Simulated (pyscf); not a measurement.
# Hydrogen abstraction: `[F][SiH2]` [doublet] + `[NH3]` → `[F][SiH3]` + `[NH2]` [doublet]

Gas phase, doublet surface, charge 0. Bonds broken: N5–H6. Bonds formed: Si1–H6. Optimised with ωB97X-D3(BJ)/def2-SVP in PySCF. Correlated levels are frozen-core, on RHF or UHF. ΔMP2 is the change of the MP2 total energy from the triple- to the quadruple-zeta basis.

Transition state (Å):

```xyz
8

Si     1.0854    -0.4888     0.3637
F      1.0875     1.1029    -0.0035
H      2.1900    -0.7402     1.3320
H      1.3035    -1.2604    -0.8914
N     -1.5418    -0.4228     1.7874
H     -0.3414    -0.7855     1.0342
H     -1.0635    -0.1154     2.6491
H     -1.7173     0.4705     1.3007
```

One imaginary mode, 1076i cm⁻¹; descent along it reached the two sides named.

| bond | change | reactant side (Å) | saddle | product side |
|---|---|---|---|---|
| N5–H6 | breaks | 1.018 | 1.463 | 2.9 |
| Si1–H6 | forms | 3.0 | 1.604 | 1.483 |

Electronic energies relative to the separated reactants (kcal/mol):

```json
[
 {"level": "ωB97X-D3(BJ)/def2-TZVP", "barrier": "19.1", "reaction energy": "+14.3", "reverse barrier": "4.8"},
 {"level": "PBE/def2-TZVP", "barrier": "17.2", "reaction energy": "+20.4", "reverse barrier": "-3.2"},
 {"level": "r²SCAN/def2-TZVP", "barrier": "17.4", "reaction energy": "+16.1", "reverse barrier": "1.3"},
 {"level": "B3LYP-D3(BJ)/def2-TZVP", "barrier": "17.6", "reaction energy": "+15.4", "reverse barrier": "2.2"},
 {"level": "PBE0-D3(BJ)/def2-TZVP", "barrier": "18.9", "reaction energy": "+17.5", "reverse barrier": "1.4"},
 {"level": "M06-2X/def2-TZVP", "barrier": "23.3", "reaction energy": "+18.1", "reverse barrier": "5.2"},
 {"level": "ωB97M-D3(BJ)/def2-TZVP", "barrier": "20.5", "reaction energy": "+15.2", "reverse barrier": "5.3"},
 {"level": "HF/def2-TZVP", "barrier": "25.8", "reaction energy": "+3.6", "reverse barrier": "22.2"},
 {"level": "MP2/def2-QZVPP", "barrier": "28.1", "reaction energy": "+20.1", "reverse barrier": "8.0"},
 {"level": "CCSD/def2-TZVPP", "barrier": "23.0", "reaction energy": "+13.6", "reverse barrier": "9.4"},
 {"level": "CCSD(T)/def2-TZVPP", "barrier": "22.2", "reaction energy": "+14.9", "reverse barrier": "7.3"},
 {"level": "CCSD(T)/def2-TZVPP + ΔMP2(QZVPP)", "barrier": "22.5", "reaction energy": "+15.6", "reverse barrier": "6.9"}
]
```

With CCSD(T)/def2-TZVPP + ΔMP2(QZVPP) energies and thermal terms (ideal gas, 1 atm, RRHO with modes under 100 cm⁻¹ raised to 100, one conformer, R ln 2 for rigid chiral ones), in kcal/mol:

```json
[
 {"T (K)": "298", "ΔH‡": "19.0", "ΔG‡": "27.9", "ΔH": "+12.3", "ΔG": "+13.0"},
 {"T (K)": "600", "ΔH‡": "19.7", "ΔG‡": "36.7", "ΔH": "+12.6", "ΔG": "+13.6"},
 {"T (K)": "900", "ΔH‡": "20.7", "ΔG‡": "45.1", "ΔH": "+12.9", "ΔG": "+14.0"},
 {"T (K)": "1200", "ΔH‡": "21.8", "ΔG‡": "53.0", "ΔH": "+13.2", "ΔG": "+14.3"}
]
```

At PBE the saddle lies under the separated products, which points to a path from their complex (located at ωB97X-D3(BJ) alone), and parting the products costs more than the saddle. This is the saddle that the search found; another between the same sides may lie lower. The angle at the transferred H is 154°. The CCSD(T) − MP2 part came from Ansatz, without density fitting, on the same reference.
